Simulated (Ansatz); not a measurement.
in.yaml

```yaml
crystal:
  periodic: [false, false, false]
  atoms:
    - {symbol: B, position_ang: [0.000000, -0.774100, 1.802429]}
    - {symbol: Ge, position_ang: [0.000000, 0.212658, 0.039677]}
    - {symbol: O, position_ang: [0.000000, -0.552059, -1.414527]}
    - {symbol: H, position_ang: [0.000000, 1.740121, 0.261323]}
basis:
  gaussian: {orbitals: cc-pVDZ}
magnetization: {spin_polarized: true, initial_magnetization: 0}
hamiltonian: {xc: {name: B2PLYP}}
correlation: {electrons: outside_noble_gas}
```

```sh
$ ansatz run in.yaml --threads 1 --pin off --events-out ev --progress --plain --max-ram 2393MiB
```

Output:

```
633 factors; integrals over basis functions are off by at most 9.2e-4 eV
mean field evaluation 1: about -59226.7595 eV, gradient 4.0e1 eV
mean field evaluation 2: about -59226.7752 eV, gradient 4.0e1 eV
mean field evaluation 4: about -59233.2354 eV, gradient 9.6e0 eV
mean field evaluation 8: about -59234.1926 eV, gradient 4.8e-1 eV
mean field evaluation 16: about -59234.1946 eV, gradient 5.3e-4 eV
mean field evaluation 32: about -59234.4969 eV, gradient 6.6e-2 eV
mean field evaluation 64: about -59233.9194 eV, gradient 3.2e0 eV
mean field evaluation 96: about -59234.4891 eV, gradient 6.4e-1 eV
mean field evaluation 128: about -59211.5516 eV, gradient 1.9e1 eV
mean field evaluation 160: about -59234.3294 eV, gradient 3.2e-1 eV
mean field -59234.49720918 eV, -2176.8276218530 hartree, gradient 2.7e-6 eV, S^2 0.744787; 12 other end points of the search recorded, 0 dependent functions left out
16 core orbitals not correlated: weight in the atoms' cores, before any rotation towards them, 0.989 or more for the frozen orbitals, at most 0.013 for the correlated occupied ones
reference -59234.49733284 eV, -2176.8276263973 hartree; 7, 7 occupied and 37, 37 virtual orbitals, 633 factors
second order -11.67916009 eV of doubles, -0.00000000 eV of singles
Total energy: -59237.65070606 eV, -2176.9435107259 hartree
```

Ran on 1 thread of Arm Neoverse V1, shared host: 23 s wall, 0.2 GiB peak host memory.
